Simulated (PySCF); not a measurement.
Predicted microwave data (PySCF 2.14.0, PBE0-D3(BJ)/def2-SVP geometry optimisation, gas phase) for one isomer of C6H12:

| Property | Result |
| --- | --- |
| Rotational constants | A = 4329, B = 4328, C = 2474 MHz |
| Dipole components | \|μa\| = 0.00 D, \|μb\| = 0.00 D, \|μc\| = 0.00 D |
| Inertial defect | -29.19 u·Å² |
| κ | 1.00 |

Question: Which candidate fits, each taken in the one conformer that was computed?
A. 2,3-dimethyl-2-butene (`CC(C)=C(C)C`)
B. `[CH2:1]1[CH2:2][CH2:3][CH2:4][CH2:5][CH2:6]1` with C6–C1–C2–C3 -55°, C1–C2–C3–C4 55°, C2–C3–C4–C5 -55°, C3–C4–C5–C6 55°
C. `[CH3:1]/[CH:2]=[CH:3]\[CH:4]([CH3:5])[CH3:6]` with C2–C3–C4–C5 -119°

Answer: B. It is C1CCCCC1, an oblate symmetric top, point group D3d. The candidates at the same level (rigid rotor, commonest isotopes):

```csv
SMILES,A (MHz),B (MHz),C (MHz),μa (D),μb (D),μc (D),Δ (u·Å²),point group,rotor
C/C=C\C(C)C,5691,1985,1820,0.11,0.00,0.29,-65.77,Cs,near-prolate asymmetric top
CC(C)=C(C)C,4486,2977,1873,0.00,0.00,0.00,-12.55,near D2h,asymmetric top
C1CCCCC1,4329,4328,2474,0.00,0.00,0.00,-29.19,D3d,oblate symmetric top
```

`CC(C)=C(C)C` has B 31 % too low; `C/C=C\C(C)C` has B 54 % too low. No structure here is proved a minimum.
